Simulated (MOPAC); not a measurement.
MOPAC input (PM6):

```
PM6 1SCF UHF MS=0.5 GEO-OK AUX(PRECISION=9) THREADS=1
C3H2N

C    -0.12186025 1   -1.69074357 1    0.02215318 1
C     0.54218933 1   -0.56026688 1    0.01153545 1
C    -0.07823455 1    0.72517373 1   -0.01044128 1
H     0.10845327 1   -2.74335182 1    0.03814959 1
H     1.63433789 1   -0.55645278 1    0.01934692 1
N    -0.54219405 1    1.77926070 1   -0.02814008 1
```

Output:

```
 *******************************************************************************
 **                                                                           **
 **                              MOPAC v23.2.5                                **
 **                                                                           **
 *******************************************************************************
 ** MOPAC's Digital Object Identifier: https://doi.org/10.5281/zenodo.6511958 **
 **                                                                           **
 ** Please cite the open-source release paper for use of this MOPAC version:  **
 ** J. E. Moussa and J. J. P. Stewart (2026)                                  **
 ** MOPAC: An open-source semiempirical molecular orbital program             **
 ** J. Open Source Softw., 11(119), 8025, https://doi.org/10.21105/joss.08025 **
 *******************************************************************************

                              PM6 CALCULATION RESULTS

 *******************************************************************************
 *  PM6        - The PM6 Hamiltonian to be used
 *  GEO-OK     - OVERRIDE INTERATOMIC DISTANCE AND OTHER SAFETY CHECKS
 *  UHF        - UNRESTRICTED HARTREE-FOCK CALCULATION
 *  MS=        - IN MECI, MAGNETIC COMPONENT OF SPIN =  0.5
 *  1SCF       - DO 1 SCF AND THEN STOP
 *  AUX        - OUTPUT AUXILIARY INFORMATION
 *******************************************************************************
PM6 1SCF UHF MS=0.5 GEO-OK AUX(PRECISION=9) THREADS=1
 C3H2N

   ATOM   CHEMICAL          X               Y               Z
  NUMBER   SYMBOL      (ANGSTROMS)     (ANGSTROMS)     (ANGSTROMS)

     1       C         -0.12186025  *  -1.69074357  *   0.02215318  *
     2       C          0.54218933  *  -0.56026688  *   0.01153545  *
     3       C         -0.07823455  *   0.72517373  *  -0.01044128  *
     4       H          0.10845327  *  -2.74335182  *   0.03814959  *
     5       H          1.63433789  *  -0.55645278  *   0.01934692  *
     6       N         -0.54219405  *   1.77926070  *  -0.02814008  *

          CARTESIAN COORDINATES

    NO.       ATOM           X           Y           Z

     1         C         -0.1219     -1.6907      0.0222
     2         C          0.5422     -0.5603      0.0115
     3         C         -0.0782      0.7252     -0.0104
     4         H          0.1085     -2.7434      0.0381
     5         H          1.6343     -0.5565      0.0193
     6         N         -0.5422      1.7793     -0.0281

 General Reference for PM6:
 "Optimization of Parameters for Semiempirical Methods V: Modification of NDDO Approximations
 and Application to 70 Elements", J. J. P. Stewart, J. Mol. Mod., 13, 1173-1213 (2007)
 URL: https://link.springer.com/article/10.1007/s00894-007-0233-4

           Empirical Formula: C3 H2 N  =     6 atoms

      MOLECULAR POINT GROUP   :   Cs

          UHF CALCULATION, NO. OF ALPHA ELECTRONS =   10
                           NO. OF BETA  ELECTRONS =    9

 -------------------------------------------------------------------------------
 PM6 1SCF UHF MS=0.5 GEO-OK AUX(PRECISION=9) THREADS=1
 C3H2N

     1SCF WAS SPECIFIED, SO BFGS WAS NOT USED
     SCF FIELD WAS ACHIEVED

                              PM6 CALCULATION
                                                       MOPAC v23.2.5 Linux

          FINAL HEAT OF FORMATION =         94.18195 KCAL/MOL =     394.05726 KJ/MOL

          COSMO AREA              =         95.84 SQUARE ANGSTROMS
          COSMO VOLUME            =         77.67 CUBIC ANGSTROMS

          IONIZATION POTENTIAL    =         10.864650 EV
          ALPHA SOMO LUMO (EV)    =        -10.865 -0.464
          BETA  SOMO LUMO (EV)    =        -11.322 -0.432
          NO. OF ALPHA ELECTRONS  =         10
          NO. OF BETA  ELECTRONS  =          9
          MOLECULAR WEIGHT        =         52.0555         POINT GROUP:  Cs

          MOLECULAR DIMENSIONS (Angstroms)

            Atom       Atom       Distance
            N     6    H     4     4.56966
            C     1    H     5     1.89985
            N     6    C     1     0.00000

          SCF CALCULATIONS        =          1

   ATOM   CHEMICAL          X               Y               Z
  NUMBER   SYMBOL      (ANGSTROMS)     (ANGSTROMS)     (ANGSTROMS)

     1       C         -0.12186025  *  -1.69074357  *   0.02215318  *
     2       C          0.54218933  *  -0.56026688  *   0.01153545  *
     3       C         -0.07823455  *   0.72517373  *  -0.01044128  *
     4       H          0.10845327  *  -2.74335182  *   0.03814959  *
     5       H          1.63433789  *  -0.55645278  *   0.01934692  *
     6       N         -0.54219405  *   1.77926070  *  -0.02814008  *

                             CARTESIAN COORDINATES

   1    C       -0.121860250    -1.690743570     0.022153180
   2    C        0.542189330    -0.560266880     0.011535450
   3    C       -0.078234550     0.725173730    -0.010441280
   4    H        0.108453270    -2.743351820     0.038149590
   5    H        1.634337890    -0.556452780     0.019346920
   6    N       -0.542194050     1.779260700    -0.028140080

           Empirical Formula: C3 H2 N  =     6 atoms

      MOLECULAR POINT GROUP   :   Cs

          ALPHA EIGENVALUES
 -31.75485 -28.06756 -22.16085 -17.80064 -16.69695 -14.46765 -13.41028 -12.95056
 -11.53950 -10.86465  -0.46369   1.21893   1.84822   3.00181   4.44943   4.72635
   4.96671   5.65218

           BETA EIGENVALUES
 -31.82930 -27.89645 -21.85367 -17.38659 -16.41507 -14.59059 -13.32493 -12.94340
 -11.32212  -0.43234   0.06792   1.23319   1.74518   3.04996   4.62628   4.84045
   5.26537   5.69611

              NET ATOMIC CHARGES AND DIPOLE CONTRIBUTIONS

  ATOM NO.   TYPE          CHARGE      No. of ELECS.   s-Pop       p-Pop
    1          C          -0.044107        4.0441     1.23263     2.81147
    2          C          -0.233282        4.2333     1.08244     3.15085
    3          C           0.108202        3.8918     1.11258     2.77922
    4          H           0.169102        0.8309     0.83090
    5          H           0.201325        0.7987     0.79867
    6          N          -0.201241        5.2012     1.80831     3.39293
 DIPOLE           X         Y         Z       TOTAL
 POINT-CHG.     1.570    -3.123     0.054     3.496
 HYBRID         0.454    -0.499     0.010     0.675
 SUM            2.025    -3.622     0.064     4.150

          ATOMIC ORBITAL ELECTRON POPULATIONS

     Atom    s        px        py        pz
    1  C   1.23263   0.94508   1.00930   0.85710
    2  C   1.08244   1.07231   0.95488   1.12366
    3  C   1.11258   0.92395   0.92631   0.92896
    4  H   0.83090
    5  H   0.79867
    6  N   1.80831   1.11239   1.19023   1.09031

                    (SZ)    =    0.500000
                    (S**2)  =    0.814439

          ATOMIC ORBITAL SPIN POPULATIONS

    Atom   Total    s     px     py     pz
         Atomic
    1  C  1.2157  0.110  0.809  0.056  0.241
    2  C -0.2804 -0.015 -0.020 -0.021 -0.224
    3  C  0.0807  0.013  0.016  0.019  0.033
    4  H -0.0103 -0.010
    5  H  0.0623  0.062
    6  N -0.0680 -0.001 -0.016 -0.002 -0.049

 **********************
 *                    *
 * JOB ENDED NORMALLY *
 *                    *
 **********************

 == MOPAC DONE ==
```
